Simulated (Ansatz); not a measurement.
Conformers of C₄H₉FO, SMILES `CCCOCF`, each relaxed with PBE0-D4/def2-TZVP in Ansatz. CBS adds the triple-zeta coupled-cluster correction to the MP2 limit.

Not all of them had a frequency check.

Conformer A:

Z-matrix (Å, degrees):
```
C
C 1 1.519
H 1 1.094 2 111.4
H 1 1.094 2 111.4 3 -120.1
H 1 1.091 2 111.1 3 119.9
C 2 1.515 1 111.3 3 60.7
H 2 1.092 1 110.5 3 -61.1
H 2 1.094 1 110.4 3 -178.9
O 6 1.421 2 113.3 1 175.4
H 6 1.099 2 110.5 1 -61.4
H 6 1.094 2 110.0 1 57.3
C 9 1.359 6 116.0 2 91.3
F 12 1.387 9 112.0 6 -74.7
H 12 1.099 9 112.1 6 44.3
H 12 1.091 9 107.7 6 167.7
```

Conformer B:

Cartesian coordinates in Å:
```
C -0.408 2.230 0.419
C -0.893 0.799 0.265
C 0.241 -0.149 -0.036
O -0.283 -1.462 -0.166
C 0.630 -2.394 -0.557
F 1.537 -2.668 0.453
H 0.318 2.318 1.232
H 0.074 2.589 -0.495
H -1.236 2.904 0.642
H -1.633 0.731 -0.539
H -1.392 0.466 1.179
H 0.987 -0.124 0.766
H 0.745 0.135 -0.972
H 0.090 -3.317 -0.774
H 1.224 -2.057 -1.418
```

**Question.** Which is lowest in electronic energy at CCSD(T)/CBS (frozen core, def2 sets), and by how much? (An estimate is asked.)

**Answer.** Ansatz gave: B; A lies 3.3 kJ/mol higher.

**Question.** Give the energies relative to B (kJ/mol) with PBE-D4/def2-TZVPP, B3LYP-D4/def2-TZVPP, B2PLYP/def2-TZVPP, r2SCAN/def2-TZVPP, B3LYP/def2-TZVPP, CCSD/def2-TZVPP, MP2/CBS(def2). (Estimate.)

**Answer.** The calculation gave: 
```json
{"level": "PBE-D4/def2-TZVPP", "A": "2.0"}
{"level": "B3LYP-D4/def2-TZVPP", "A": "2.4"}
{"level": "B2PLYP/def2-TZVPP", "A": "3.6"}
{"level": "r2SCAN/def2-TZVPP", "A": "3.5"}
{"level": "B3LYP/def2-TZVPP", "A": "3.8"}
{"level": "CCSD/def2-TZVPP", "A": "3.7"}
{"level": "MP2/CBS(def2)", "A": "3.5"}
```

B3LYP here is the variant with VWN-RPA as its local correlation; programs differ in this.
